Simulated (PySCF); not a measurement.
Calculation: PySCF 2.14.0 with PBE-D3(BJ)/def2-TZVP // PBE0-D3(BJ)/def2-SVP. Isolated molecules, 0 K electronic values unless said otherwise. 

Reference species (SMILES): `N` (neutral, multiplicity 1).

```json
{
 "dipole_moment": "1.75 D",
 "HOMO": "-6.07 eV"
}
```

Changed species: `O` (free base H2O; the reference has free base NH3).

Predict the effect on the dipole moment and HOMO.

the dipole moment increases by 0.30 D, to 2.05 D; the HOMO decreases by 0.91 eV, to -6.98 eV.
